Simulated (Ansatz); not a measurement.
Worked example: correlation energy of [Br···H···O], triplet

Geometry: a point of a hydrogen-transfer path between rigid fragments, not a stationary point.

```tsv
atom	x (Å)	y (Å)	z (Å)
Br	0.0000	0.0000	-1.6727
H	0.0000	0.0000	0.2423
O	0.0000	0.0000	1.4303
```

Basis cc-pVDZ; Ansatz 0.2.0. Only valence electrons are correlated (noble-gas cores and the filled d shells of p-block atoms frozen), which leaves 14 electrons in 31 orbitals. Prefix R: restricted or restricted open-shell reference; prefix U: unrestricted. No spin–orbit coupling is included, and no scalar relativity.

Full CI isn't at hand for all of this; UCCSDT(Q) serves as the reference, and is uncertain by about the last step of the cluster series.

Runs differ by some tens of microhartree through their thresholds and, for an open shell, their frozen cores, so steps under 0.03 kcal/mol mean nothing.

```json
{"level": "UHF", "total energy (hartree)": "-2647.719221"}
{"level": "UMP2", "total energy (hartree)": "-2647.968124"}
{"level": "UCCSD", "total energy (hartree)": "-2648.001596"}
{"level": "UCCSD(T)", "total energy (hartree)": "-2648.005929"}
{"level": "UCCSDT", "total energy (hartree)": "-2648.006590"}
{"level": "UCCSDT(Q)", "total energy (hartree)": "-2648.007135"}
```

Task: What is the correlation energy at UCCSDT(Q), and what share of it do UMP2 and UCCSDT recover?

Result: E(corr) = -2648.007135 − (-2647.719221) = -0.287914 hartree = -7.835 eV. UMP2: -0.248903 / -0.287914 = 86.45 %. UCCSDT: -0.287369 / -0.287914 = 99.81 %.

Task: By how many kcal/mol does UCCSD(T) miss UCCSDT(Q) (1 hartree = 627.509 kcal/mol), and which steps make up the rest?

Result: -2648.005929 − (-2648.007135) = 0.001206 hartree = 0.76 kcal/mol. Steps: UCCSDT − UCCSD(T) = -0.41, UCCSDT(Q) − UCCSDT = -0.34 kcal/mol. That is within 1 kcal/mol of the reference in this basis, which itself misses far more of the correlation at the basis-set limit.
